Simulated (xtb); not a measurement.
xtb input:

```bash
xtb mol.xyz --gfn 2 --ohess tight --chrg -1 --uhf 0
```
mol.xyz:
```
2

N      0.08037609    -0.02844661    -0.66915080
O     -0.03592784     0.06860986     0.64296085
```

**Question.** Predict the final energy.

**Answer.** -7.00732 Eh (GFN2-xTB).
